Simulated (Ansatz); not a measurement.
Species: tetrafluorosilane, SiF₄, net charge 0, singlet state. 
Structure (B3LYP-D3(BJ)/def2-TZVP (Ansatz, a program for electronic structure) minimum search):
```
Si
F 1 1.5673
F 1 1.5673 2 109.47
F 1 1.5673 2 109.47 3 -120.00
F 1 1.5673 2 109.47 4 -120.00
```
Charge 0, spin multiplicity 1.

Quantity: atomisation energy (electronic, to ground-state atoms), in kJ/mol. Cores are frozen in the correlated levels unless marked. UHF or UKS for open shells. No spin-orbit coupling. No relativistic terms. FCI takes restricted orbitals. The coupled-cluster limit lacks core correlation, which all-electron functionals hold. Basis-set limits of correlation are two-point, X^-3; Hartree-Fock from the larger set. [CCSD(T)-MP2]/basis is that difference in the basis named.

```tsv
level	program	atomisation energy (kJ/mol)
HF/aug-cc-pV(T+d)Z	Ansatz	1793.6
SVWN5/def2-TZVPD	Ansatz	2730.4
```

Problem. Estimate the value at RI-MP2/CBS(aug-cc-pV(T+d)Z,aug-cc-pV(Q+d)Z)+[CCSD(T)-MP2]/aug-cc-pV(T+d)Z as computed with Ansatz.

Solution. 2411.3 kJ/mol
